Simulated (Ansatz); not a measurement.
## Forces away from equilibrium

B$_{2}$SiH$_{6}$ (SMILES B[SiH2]B), singlet, displaced at random from a GFN2-xTB minimum.

B1  (-0.946, 0.551, -1.197)
Si2  (0.653, 0.487, -0.034)
B3  (0.346, -1.040, 1.235)
H4  (-1.278, -0.196, -2.193)
H5  (-1.885, 1.112, -0.950)
H6  (0.727, 1.760, 0.457)
H7  (1.894, 0.204, -1.049)
H8  (0.677, -2.213, 0.916)
H9  (-0.219, -0.785, 2.111)
(Å)

Computed with Ansatz 0.2.0 (basis: def2-TZVPP); correlated methods freeze the cores.

CCSD(T) forces from the calculation:
```
atom      Fx      Fy  Fz (eV/Å)
  B1  -0.312  -2.666     -2.016
 Si2   1.682  -2.636     -2.729
  B3   2.112  -1.687     -3.627
  H4   1.094   0.826      1.118
  H5  -1.475   1.571      0.777
  H6   0.433   2.431      1.325
  H7  -1.211   0.382      1.266
  H8  -0.382   1.315      0.510
  H9  -1.941   0.464      3.377
```

Root-mean-square difference of the force components from those of CCSD(T): PBE0-D4 0.074; wB97M-V 0.072; r2SCAN-D4 0.077; PBE-D4 0.150; B97M-V 0.124; BLYP-D4 0.094 eV/Å.

No T1 diagnostic of these runs exceeds 0.016.

For scale, one of the runs: CCSD(T)/def2-TZVPP forces, 188 basis functions (an equivalent command: `ansatz run in.yaml --threads 4`). The run took 80 s on 4 CPU threads (shared host), with 3.8 GiB of host memory at its peak.
